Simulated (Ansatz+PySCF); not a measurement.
# singlet CH₃NO: levels of theory in one basis

```xyz
6

C     0.0000   -0.4117   -0.0523
O     0.0000   -0.3905    1.1538
N     0.0000    0.6799   -0.8543
H     0.0000   -1.3629   -0.6417
H     0.0000    0.5969   -1.8606
H     0.0000    1.6013   -0.4339
```

Basis set: def2-SVP (spherical functions). Correlated methods keep 3 orbitals frozen. Charge 0, multiplicity 1.

Computed with Ansatz (development build ahead of 0.2.0); each method stands on the lowest determinant of its kind that the runs found. NEVPT2 correlates all electrons. Active spaces start from the frontier orbitals, and the lowest solution found is given.

```json
{"method": "RHF", "E − E(RHF) (eV)": "0.00", "<S²> of the determinant": "0.00"}
{"method": "RHF-MP2", "E − E(RHF) (eV)": "-13.11", "<S²> of the determinant": "–"}
{"method": "RHF-CCSD", "E − E(RHF) (eV)": "-13.61", "<S²> of the determinant": "–"}
{"method": "RHF-CCSD(T)", "E − E(RHF) (eV)": "-14.02", "<S²> of the determinant": "–"}
{"method": "CASSCF(4,3)", "E − E(RHF) (eV)": "-0.76", "<S²> of the determinant": "–"}
{"method": "CASSCF(2,2)", "E − E(RHF) (eV)": "-0.72", "<S²> of the determinant": "–"}
{"method": "SC-NEVPT2(2,2)", "E − E(RHF) (eV)": "-13.28", "<S²> of the determinant": "–"}
```

Question: What does SC-NEVPT2(4,3) give on the same scale?

Answer: -13.21 eV. NEVPT2 here correlates all electrons, so it doesn't share the others' frozen core.

Question: Is a single determinant a sound starting point here?

Answer: By this sign, yes. Unrestricted orbitals gain 0.00 eV and <S²> is 0.00 against 0.00 for a pure state. The CASSCF(4,3) natural occupations are 2.00, 1.95, 0.06. The CASSCF(2,2) natural occupations are 1.95, 0.05.

Caution for CASSCF(4,3), CASSCF(2,2), SC-NEVPT2(2,2): other starts end on other solutions of this active space.
